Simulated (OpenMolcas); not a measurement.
## A ladder of methods for BH3O (BH2(OH))

The species is BH3O (5 atoms), meant as a singlet with charge 0. SMILES: `[H]B([H])O`. The shape is that of a GFN2-xTB optimisation.

```xyz
5

B     0.2710    0.3025   -0.1085
H     1.4036    0.3900   -0.3956
H    -0.4329    1.2514   -0.0807
O    -0.1594   -0.9187    0.1745
H    -1.0822   -1.0252    0.4103
```

Each level gives the energy change with the O4–H5 bond stretched from 0.958 to 1.438 Å (eV). The values are calculated.

```
                     level                   kind     program  value (eV)  less FCI/STO-3G  CPU time (all runs)
    HF/STO-3G (restricted)           Hartree–Fock  OpenMolcas        3.16            +1.36                3.2 s
 SVWN5/STO-3G (restricted)                    LDA  OpenMolcas        1.84            +0.04                7.8 s
r2SCAN/STO-3G (restricted)               meta-GGA  OpenMolcas        1.98            +0.18                 10 s
M06-2X/STO-3G (restricted)        hybrid meta-GGA  OpenMolcas        2.31            +0.51                9.1 s
B2PLYP/STO-3G (restricted)          double hybrid  OpenMolcas        2.14            +0.34                  8 s
          MRCI(2,2)/STO-3G         multireference  OpenMolcas        1.85            +0.05                3.7 s
     SC-NEVPT2(2,2)/STO-3G         multireference  OpenMolcas        1.83            +0.03                3.4 s
  CISD/STO-3G (restricted)  coupled cluster or CI  OpenMolcas        2.00            +0.20                3.5 s
                FCI/STO-3G     exact in the basis  OpenMolcas        1.80             0.00                 29 s
```

FCI/STO-3G is exact within its basis and frozen core, so for wave-function methods in that basis the difference is their error; functionals converge differently with the basis, so for them it is only a difference. Spin-restricted single references rise too steeply as a bond breaks, Hartree–Fock most of all. The first shape isn't each level's own minimum. The values span 1.80 to 3.16 eV. All rows use very small basis sets, so even the best lies far from the true value. CPU times are rough (shared hosts, several kinds of processor): they show what a rung costs within a factor of a few.
